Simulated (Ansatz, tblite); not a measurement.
# Ladder of methods for the lattice parameter a of 2H WSe2

Reference value: 3.282 Å (measured, 300 K, no zero-point or thermal correction; as tabulated in arXiv:1605.07067).

| level (code) | value (Å) |
|---|---|
| GFN1-xTB (tblite) | 3.274 |
| LDA (Ansatz) | … |
| PBE (Ansatz) | 3.321 |
| PBE-D3(BJ) (Ansatz) | 3.279 |
| r²SCAN-D4 (Ansatz) | 3.303 |

Task: What belongs in the gaps?

Result: 
- LDA (Ansatz, a program for electronic structure), value (Å): 3.250

Differences against the reference: GFN1-xTB -0.24 %, LDA -0.98 %, PBE +1.19 %, PBE-D3(BJ) -0.09 %, r²SCAN-D4 +0.64 %.

The reference is not for a static lattice or low temperature, so close values are not ranked against it.

The measured value isn't corrected to a static lattice, so vibrations enter the comparison. A static lattice is as a rule a little smaller than the measured one.  Density-functional levels without +SOC have no spin–orbit coupling. GFN1-xTB: the method was fitted mainly to molecules. GFN1-xTB: the run uses a supercell at the zone centre in place of a k mesh. LDA, PBE: the cell comes from a level without a dispersion term, which matters for the spacing of layers, chains or molecules. Cutoffs differ between the levels. Ansatz's density-functional and Hartree–Fock values are scalar-relativistic unless marked +SOC, with PAW data made under PBE.

Differences are worked out from the printed values.
